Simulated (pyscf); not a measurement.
`[CH3][NH][CH3]` + `[NH2][Ge]([OH])([OH])[OH]` -> `[CH3][N]([CH3])[Ge]([OH])([OH])[OH]` + `[NH3]` (four-centre exchange; singlet surface; H–N, Ge–N broken, Ge–N, H–N formed). PySCF, gas phase, ωB97X-D3(BJ)/def2-SVP geometries. Energies in kJ/mol from the separated reactants.

```tsv
level	barrier	reaction energy
ωB97X-D3(BJ)/def2-TZVP	50.9	-2.2
PBE/def2-TZVP	___	+6.8
r²SCAN/def2-TZVP	44.2	+4.1
PBE0-D3(BJ)/def2-TZVP	45.7	+1.9
M06-2X/def2-TZVP	___	___
ωB97M-D3(BJ)/def2-TZVP	58.9	+3.0
```

Task: Fill in the missing entries.

Result: 
- PBE/def2-TZVP, barrier: 49.5
- M06-2X/def2-TZVP, barrier: 51.8
- M06-2X/def2-TZVP, reaction energy: +1.8

The functionals in the table span 14.7 kJ/mol in this barrier, from r²SCAN to ωB97M-D3(BJ)/def2-TZVP. On the reactant side the descent ends in an adduct with a Ge–N contact (not fully relaxed), 51.0 kJ/mol under the separated species and 102.0 kJ/mol under the saddle at ωB97X-D3(BJ)/def2-TZVP. On the product side the descent ends in a bound adduct, 44.7 kJ/mol under the separated species and 97.8 kJ/mol under the saddle at ωB97X-D3(BJ)/def2-TZVP. What is counted as formed (Ge–N) is already present as a longer contact in the reactant adduct; forming that adduct is a step of its own. H₃C–NH–CH₃ lies 32.8 kJ/mol over its isomer H₃C–CH₂–NH₂ (electronic energy, ωB97M-D3(BJ)/def2-TZVP). This is the saddle that the search found; another between the same sides may lie lower. Elements up to Kr have no core potential and no relativistic terms here.
